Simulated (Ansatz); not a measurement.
Species: CH₃S, charge 0, multiplicity 2. It need not be the lowest isomer of its formula. 
Geometry from a B3LYP-D3(BJ)/def2-TZVP (Ansatz, a quantum-chemistry and plane-wave program) optimisation:
SMILES: C[S]
```xyz
5

C     -0.0139     1.1056     0.0124
S      0.0013    -0.6916    -0.0079
H      1.0336     1.4242     0.0401
H     -0.5062     1.4939     0.9033
H     -0.4650     1.5146    -0.8909
```
Charge 0, spin multiplicity 2.

Parts of the frozen-core correlation energy in cc-pV(D+d)Z (Ansatz, hartree). Frozen orbitals: 6; correlated occupied orbitals by spin: 7 and 6; virtual: 39 and 40. Open shells are spin-unrestricted. No spin-orbit coupling. Non-relativistic.

```
term                            value
-------------------------  ----------
reference (HF)             -437.12583
MP2 opposite-spin          (withheld)
MP2 same-spin              (withheld)
CCSD correlation           (withheld)
(T)                          -0.00746
CCSDT minus CCSD(T)          -0.00076
T1 diagnostic                   0.010
largest doubles amplitude       0.038
<S^2> of the reference          0.760
```

Q: What belongs in the gaps?

A: 
- MP2 opposite-spin, value: -0.19758
- MP2 same-spin, value: -0.05837
- CCSD correlation, value: -0.29113
